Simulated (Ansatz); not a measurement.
# AlHSi: the cost of one run

Method: def2-QZVPP, core rule «outside noble gas», up to 10 orbitals frozen; program: Ansatz 0.2.0, Gaussian basis.

Plan: UHF; ROHF; CCSD(T) on UHF.

2 further runs of the same task are left out: 2 set aside as unsound or not needed.

### 1 What is computed

The geometry is a PBE0/def2-TZVP stationary point (not a proven minimum) of the parent state, kept for this charge and spin.

3 atoms, charge 0, spin multiplicity 3.

Atoms are counted from 1 here; the program's logs count them from 0.

Bond lengths: Si1–Al2 2.354 Å, Al2–H3 1.595 Å. Angles: Si1–Al2–H3 180.0°.

### 2 UHF

Input file in.yaml:

```yaml
crystal:
  periodic: [false, false, false]
  atoms:
    - {symbol: Si, position_ang: [0.000000, 0.000000, 2.100805]}
    - {symbol: Al, position_ang: [0.000000, 0.000000, -0.252999]}
    - {symbol: H, position_ang: [0.000000, 0.000000, -1.847805]}
basis:
  gaussian: {orbitals: "def2-QZVPP.json"}
magnetization: {spin_polarized: true, initial_magnetization: 2}
hamiltonian: {xc: hf}
output: {orbitals: {seedname: orbitals}}
```

On the command line:

```bash
ansatz run in.yaml --threads 1 --pin off --events-out ev --progress --plain --max-ram 2393MiB
```

What time and memory should one allow on 1 thread of Arm Neoverse V1, shared host?

About 14 s, with a peak of 0.32 GiB.
